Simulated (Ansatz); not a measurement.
Process, species as SMILES: S=C=S + 4 [H][H] (H2) → C (CH4) + 2 S (H2S)
B3LYP-D3(BJ)/def2-TZVP geometries, fixed; electronic energies without zero-point terms.
Largest species:
```xyz
5

C      0.0000     0.0000     0.0000
H      0.6205     0.6269     0.6390
H     -0.6429    -0.6249     0.6185
H      0.6369    -0.6328    -0.6166
H     -0.6146     0.6308    -0.6409
```

Energies in hartree at wB97M-V with Ansatz (a quantum-chemistry and plane-wave program); the energy of full hydrogenation is their sum with the coefficients shown, times 627.509 kcal/mol a hartree. All functions are spherical. The program fits the integrals of some runs and decomposes those of others, by size. The functional holds VV10 correlation; no added dispersion term, no relativity.

```csv
species,coefficient,part,cc-pV(D+d)Z,cc-pV(T+d)Z,cc-pV(Q+d)Z
S=C=S,-1,wB97M-V,-834.45200,-834.48834,-834.49775
[H][H] (H2),-4,wB97M-V,-1.15349,-1.16133,-1.16202
C (CH4),+1,wB97M-V,-40.47015,-40.49157,-40.49511
S (H2S),+2,wB97M-V,-399.36119,-399.38044,-399.38489
```

**Question.** Predict the energy of full hydrogenation in cc-pV(5+d)Z (X = 5): let each wB97M-V step shrink by the ratio of the last two. Compare with the run.

**Answer.** 
- S=C=S: steps -0.03634 and -0.00941, ratio 0.259, so wB97M-V -834.50019 (run: -834.50059).
- [H][H] (H2): steps -0.00784 and -0.00069, ratio 0.088, so wB97M-V -1.16208 (run: -1.16221).
- C (CH4): steps -0.02142 and -0.00354, ratio 0.165, so wB97M-V -40.49569 (run: -40.49595).
- S (H2S): steps -0.01925 and -0.00445, ratio 0.231, so wB97M-V -399.38592 (run: -399.38630).
Predicted -74.69 kcal/mol; the run in cc-pV(5+d)Z gives -74.75, a miss of 0.06. Keeping the value in cc-pV(Q+d)Z, -74.71, would miss by 0.04. All sums are of the energies as printed.
